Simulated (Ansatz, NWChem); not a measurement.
# From Ansatz to NWChem

Ansatz 0.2.0 runs this on SiH3Cl (chlorosilane):

in.yaml:
```yaml
crystal:
  periodic: [false, false, false]
  atoms:
    - {symbol: Si, position_ang: [-0.017442, -1.753530, 0.057658]}
    - {symbol: Cl, position_ang: [1.932858, -2.285630, 0.418458]}
    - {symbol: H, position_ang: [-0.856342, -2.260430, 1.167658]}
    - {symbol: H, position_ang: [-0.440142, -2.357830, -1.226342]}
    - {symbol: H, position_ang: [-0.190800, 1.495400, -0.104700]}
basis:
  gaussian: {orbitals: aug-cc-pVDZ}
correlation: {method: ccsd_t, frozen_orbitals: {Cl: 5, H: 0, Si: 5}}
accuracy: high
scf: {omitted_lower_state_checks: [cluster_reference, increment]}
```

```bash
$ ansatz run in.yaml --threads 1 --pin off --max-ram 2610MiB --events-out events.jsonl --progress --plain --runs-dir runs
```

The Si1–H5 distance was set to 3.258 Å, away from the relaxed value.

The T1 diagnostic is large.

It gives a total energy of -750.390120 Eh.

Task: Translate the job to NWChem 7.3.0 as an input file of the program's own.

Result: For example:

job.nw:
```
START job
memory total 2200 mb
charge 0

GEOMETRY units bohr noautosym nocenter noautoz
  Si  -0.03296060  -3.31369145   0.10895783
  Cl   3.65257226  -4.31921472   0.79077101
  H   -1.61825185  -4.27159362   2.20655383
  H   -0.83174784  -4.45565295  -2.31745052
  H   -0.36055974   2.82589645  -0.19785433
END

BASIS spherical bse
  Si library aug-cc-pVDZ
  Cl library aug-cc-pVDZ
  H library aug-cc-pVDZ
END

SCF
  thresh 1e-08
  maxiter 80
  noprint "final vectors analysis"
END

CCSD
  freeze core 10
  maxiter 60
END

TASK ccsd(t) energy
```

```bash
$ nwchem job.nw > job.out
```

Its energy is -750.390120 Eh, 0.000 mEh from the first.
